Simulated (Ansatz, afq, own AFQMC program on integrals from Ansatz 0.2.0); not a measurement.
# Where AFQMC and coupled cluster stand for AlSiH₃, triplet

```yaml
atoms:
  - { symbol: Si, position_ang: [0.0000, -0.0799, 1.3073] }
  - { symbol: Al, position_ang: [0.0000, 0.0272, -1.2555] }
  - { symbol: H, position_ang: [0.0000, 1.4459, 1.3837] }
  - { symbol: H, position_ang: [0.0000, 1.3800, -2.1018] }
  - { symbol: H, position_ang: [0.0000, -1.3261, -2.1006] }
```

Connectivity, by distances: SiH–AlH2.

Basis cc-pVDZ. Only valence electrons are correlated. AFQMC by an in-house program on the Cholesky factors that Ansatz 0.2.0 writes for its CCSD(T) run. ph-AFQMC/CISD is guided by a CISD state made of CCSD amplitudes; releasing the constraint for a short imaginary time cuts its bias at the price of noise, slowly where states lie close. Free projection: walkers drawn from exp(T), propagated without any constraint. Its projection time is finite, and what remains of the start isn't in its error. Uncertainties: one standard error, sampling alone.

Determinant: UHF, the one that the program's search chose, which needn't be the lowest solution. The geometry is a PBE0/def2-TZVP stationary point of this or a neighbouring charge and spin state.

No full CI on the walks' own integrals is used here; CCSDT(Q) serves as the reference and is uncertain by about the last step of the cluster series.

Cautions: another spin lies lower (by 291 meV).

```
T1 diagnostic                               : 0.0266
weight of the determinant in the CISD state : 0.870
⟨S²⟩ of the determinant                     : 2.020
size of the correlated space                : 10 electrons in 41 orbitals
```

Reference: CCSDT(Q), correlation energy -4.882 eV. The released energy is read at 2.40 1/Eh (meV from the phaseless value at times in 1/Eh: -2 ± 11 at 0.24, -8 ± 10 at 0.51, -21 ± 8 at 0.99, -25 ± 11 at 1.62, -24 ± 18 at 2.40).

```csv
level,E − E(reference) (meV),share of correlation (%)
HF,4882.4,0.00
MP2,1249.2,74.41
CCSD,171.4,96.49
CCSD(T),45.4,99.07
CCSDT,6.5,99.87
ph-AFQMC/HF,-40.7 ± 30.9,100.83
ph-AFQMC/CISD,19.4 ± 10.3,99.60
released AFQMC,-4.3 ± 18.2,100.09
free AFQMC,1.7 ± 10.0,99.97
```

Free projections are given only where their last times agree within the noise and don't stop above the reference; a slow remainder of the start can still hide under it. A walk keeps the symmetry of its determinant, which the program's search chose and which needn't be the lowest solution, so a lower state of the same spin and another symmetry isn't excluded. Released energies are given only where the last usable release times agree within the noise; a slower fall can still hide under it.
